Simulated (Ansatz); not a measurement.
Predict the output of the script below (the Ansatz DFT code, driven from Python).

`h4si.py`
```python
"""Static correlation in H4Si: natural occupations of an active space."""

import ansatz

geometry_ang = [
    ("Si", [-2e-05, 0.00027, -0.00078]),
    ("H", [0.95125, -0.67731, 0.87641]),
    ("H", [-1.30898, 0.0442, 0.64596]),
    ("H", [-0.10316, -0.72917, -1.26215]),
    ("H", [0.46091, 1.36202, -0.25944]),
]
molecule = ansatz.Crystal.molecule()
for symbol, xyz in geometry_ang:
    molecule = molecule.atom(symbol, xyz)

base = (
    molecule.calculation()
    .basis(gaussian="def2-SVP")  # the orbital basis, by name
    .correlation(active_electrons=6, active_orbitals=7)  # correlation on top of the mean field
)
for method in [None, "sc_nevpt2"]:
    data = (base if method is None else base.correlation(method)).run(threads=1).report
    space = data["configurations"]
    state = space["states"][0]
    print(method or "casscf", f"total {data['free_energy_ev'] / 27.211386246:.6f} Ha, active-space state {state['energy']['hartree']:.6f} Ha, mean field {data['reference_energy_ev'] / 27.211386246:.6f} Ha")
    print("  determinants", state["n_determinants"], " natural occupations", [round(n, 3) for n in space["natural_occupations"]])
```

```console
$ python h4si.py
casscf total -291.199577 Ha, active-space state -291.199577 Ha, mean field -291.153266 Ha
  determinants 1225  natural occupations [1.985, 1.98, 1.974, 0.023, 0.016, 0.015, 0.008]
sc_nevpt2 total -291.270841 Ha, active-space state -291.199556 Ha, mean field -291.153266 Ha
  determinants 1225  natural occupations [1.985, 1.98, 1.974, 0.023, 0.016, 0.015, 0.008]
```

Notes:
- Total energies depend on the basis set; only differences at equal settings carry meaning.
- The geometry is a force-field or estimated start, not a minimum of this method, and the basis set is short of its limit. The active space starts as a window about the frontier orbitals and is then optimised, not chosen by chemistry.
- Finished in 23 s on 1 thread of Intel(R) Xeon(R) Platinum 8488C (Sapphire Rapids), on a shared host, peak memory 0.17 GiB.
